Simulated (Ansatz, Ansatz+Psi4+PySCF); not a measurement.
Two shapes of singlet C₂H₂.

Shape 1:

```xyz
4

C     0.0000    0.0000    0.6081
C     0.0000    0.0000   -0.6081
H     0.0000    0.0000   -1.6740
H     0.0000    0.0000    1.6740
```

Shape 2:

```xyz
4

C     0.0000    0.0000    0.6081
C     0.0000    0.0000   -0.6081
H     0.0000    0.0000   -1.6540
H     0.0000    0.0000    1.6540
```

Basis set: cc-pVTZ (spherical functions). Frozen core: 2 orbitals. Charge 0, multiplicity 1.

Computed with Ansatz (development build ahead of 0.2.0) and Psi4 1.11; each method stands on the lowest determinant of its kind that the runs found.

Question: Which shape is lower in energy, and by how much in each method?

Answer:

| method | E(2) − E(1) (eV) |
| --- | --- |
| RHF | -0.002 |
| RHF-MP2 | 0.010 |
| RHF-CCSD(T) | 0.013 |

Shape 1 is lower, bar methods that put the two within 0.005 eV.
